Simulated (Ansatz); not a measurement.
**Scan of H$_{3}$S⁺, triplet**

Starting geometry (PBE0/def2-TZVP stationary point for this spin, not checked as a minimum):

```yaml
atoms:
  - { symbol: S, position_ang: [0.0000, -0.0391, 0.0000] }
  - { symbol: H, position_ang: [0.0000, 1.3184, 0.0000] }
  - { symbol: H, position_ang: [0.0000, -0.0372, 1.5201] }
  - { symbol: H, position_ang: [0.0000, -0.0372, -1.5201] }
```

From there H3 moves along the line of the two atoms named below, all else staying in place; atoms are numbered as listed. Energies are in eV, counted from the starting geometry at the same level. Kohn–Sham curves are unrestricted where that lies lower.

Basis 6-31G; Ansatz 0.2.0. Only valence electrons are correlated (noble-gas cores frozen).

In so small a basis the reference is far from its limit while semilocal and hybrid functionals are nearer theirs (RPA and double hybrids share much of the reference's basis error), so the functionals' errors here hold much of the reference's basis and frozen-core error, which can add to them or hide them.

Full CI is exact within this basis and frozen core; it isn't the basis-set limit.

```tsv
distance S1-H3 (Å)	full CI	SPW92	PBE	r2SCAN	PBE0	B3LYP	wB97X-V	wB97M-V	B2PLYP	RPA-PBE
1.228	1.017	1.142	1.100	1.035	1.006	1.046	0.948	0.971	0.989	1.088
1.360	0.353	0.393	0.376	0.349	0.333	0.354	0.306	0.316	0.331	0.384
1.520	0.000	0.000	0.000	0.000	0.000	0.000	0.000	0.000	0.000	0.000
1.694	-0.230	-0.170	-0.174	-0.171	-0.160	-0.170	-0.164	-0.156	-0.180	-0.228
1.860	-0.434	-0.249	-0.276	-0.273	-0.272	-0.278	-0.305	-0.282	-0.326	-0.413
2.113	-0.711	-0.315	-0.399	-0.374	-0.420	-0.410	-0.508	-0.459	-0.522	-0.668
2.478	-0.953	-0.342	-0.497	-0.450	-0.545	-0.520	-0.692	-0.621	-0.691	-0.902
2.785	-1.040	-0.318	-0.518	-0.463	-0.579	-0.547	-0.757	-0.679	-0.745	-0.989
3.289	-1.078	-0.253	-0.501	-0.442	-0.578	-0.539	-0.779	-0.703	-0.757	-1.035
4.029	-1.078	-0.184	-0.465	-0.410	-0.557	-0.514	-0.767	-0.691	-0.745	-1.053
5.128	-1.073	-0.155	-0.445	-0.396	-0.545	-0.503	-0.757	-0.678	-0.738	-1.074
```

Question: Judged by the spread of the error over the points with a reference (largest less smallest), which of these follows full CI best and which worst?

Answer: Subtracting the full CI column from each: best RPA-PBE (errors from -0.001 to 0.071, spread 0.072 eV), worst SPW92 (from 0.000 to 0.918, spread 0.918 eV). Functionals and wave-function methods converge differently with the basis, so part of this is basis effect.
